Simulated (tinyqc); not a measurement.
Starting guesses with plain Roothaan steps: SCF starting guesses in the sto-6g basis, for H2O, spin multiplicity 1. Computed by the program tinyqc with PySCF. RHF with one setting changed at a time; a run stops when the energy changes by less than 1e-09 hartree and the error matrix is below 1e-5. Starts: the lowest orbitals of the core Hamiltonian, of the Wolfsberg-Helmholz matrix (K = 1.75), projected atomic densities, random orbitals, and the highest orbitals of the core Hamiltonian (a deliberately bad start).

Geometry (angstrom):
```
atom,x,y,z
O,0.0000,0.0000,0.0000
H,0.0000,0.6630,0.6410
H,0.0000,-0.6630,0.6410
```

lowest restricted solution found by these runs and by PySCF = -75.666362 hartree

Largest element of the error matrix X^T (FDS - SDF) X:
```
iteration,core,Wolfsberg-Helmholz,atomic densities,random,highest core orbitals
1,6.8e-01,4.2e-01,1.4e+00,1.2e+01,4.4e-01
2,1.1e-01,1.1e-01,1.9e-01,6.6e-01,7.0e-01
3,2.4e-02,3.5e-02,2.1e-02,9.8e-02,7.4e-02
4,7.7e-03,1.1e-02,3.8e-03,3.3e-02,1.0e-02
5,2.7e-03,4.0e-03,8.2e-04,1.5e-02,3.4e-03
6,1.0e-03,1.5e-03,2.8e-04,7.2e-03,1.2e-03
8,1.6e-04,2.3e-04,4.1e-05,1.6e-03,1.9e-04
10,2.8e-05,4.0e-05,6.9e-06,3.5e-04,3.2e-05
14,-,-,-,1.7e-05,-
```

How each run ends:
```
run,iterations,E (hartree),state
core,12,-75.66636,lowest found
Wolfsberg-Helmholz,12,-75.66636,lowest found
atomic densities,10,-75.66636,lowest found
random,15,-75.66636,lowest found
highest core orbitals,12,-75.66636,lowest found
```

What does the comparison show, and why?

5 of 5 runs reach the lowest restricted solution found, in 10 to 15 iterations (fastest: atomic densities). The first errors are 7e-01, 4e-01, 1e+00, 1e+01, 4e-01.
